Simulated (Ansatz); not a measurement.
Input for Ansatz (a quantum-chemistry and plane-wave program): R-SVWN5/def2-TZVPP on acetamide (SMILES CC(N)=O), a point of a torsion scan.

Ansatz 0.2 input:
```yaml
crystal:
  periodic: [false, false, false]
  atoms:
    - {symbol: C, position_ang: [-1.06149393, 0.08246335, -0.24511074]}
    - {symbol: C, position_ang: [0.17101572, -0.27421972, 0.55849993]}
    - {symbol: N, position_ang: [1.33265559, 0.21058585, 0.02463156]}
    - {symbol: O, position_ang: [0.13877593, -0.83150871, 1.62865128]}
    - {symbol: H, position_ang: [-1.07949455, 1.15100049, -0.44555802]}
    - {symbol: H, position_ang: [-1.05020823, -0.45207954, -1.19319976]}
    - {symbol: H, position_ang: [-1.95055306, -0.19758429, 0.31127576]}
    - {symbol: H, position_ang: [2.18652246, -0.26490783, 0.27217655]}
    - {symbol: H, position_ang: [1.31107019, 0.57221070, -0.91577766]}
basis:
  gaussian:
    orbitals: def2-TZVPP
hamiltonian:
  xc: {name: SVWN5}
scf: {lower_state_search: off}
```

It printed:

```
WARN ansatz: RAYON_NUM_THREADS=1 ignored (pool sized by the plan → 1); use --threads N
Functional definition: SVWN5
these checks for a lower state are left out or cut short: stability, starts, cluster_reference, orbital_swaps, neighbouring_geometries, increment
integrals: 0.08 GiB planned
961 factors; their error is unknown
mean field: 0.72 GiB planned
mean field evaluation 1: about -5635.1614 eV, gradient 8.4e1 eV
mean field evaluation 2: about -5609.8363 eV, gradient 1.3e2 eV
mean field evaluation 4: about -5648.3945 eV, gradient 1.7e1 eV
mean field evaluation 8: about -5648.9183 eV, gradient 1.2e-1 eV
mean field evaluation 16: about -5648.9013 eV, gradient 5.1e-4 eV
mean field -5648.90134625 eV, -207.5932955119 hartree, gradient 2.0e-6 eV, S^2 0.000000; 0 other end points of the search recorded, 0 dependent functions left out
reference -5648.90137761 eV, -207.5932966643 hartree; 16, 16 occupied and 178, 178 virtual orbitals, 961 factors
Total energy: -5648.90137761 eV, -207.5932966643 hartree
Checks for a lower state left out: stability, starts, cluster_reference, orbital_swaps, neighbouring_geometries, increment
```

Self-consistency was reached.

Cost: around 1.8 core-seconds (rough).
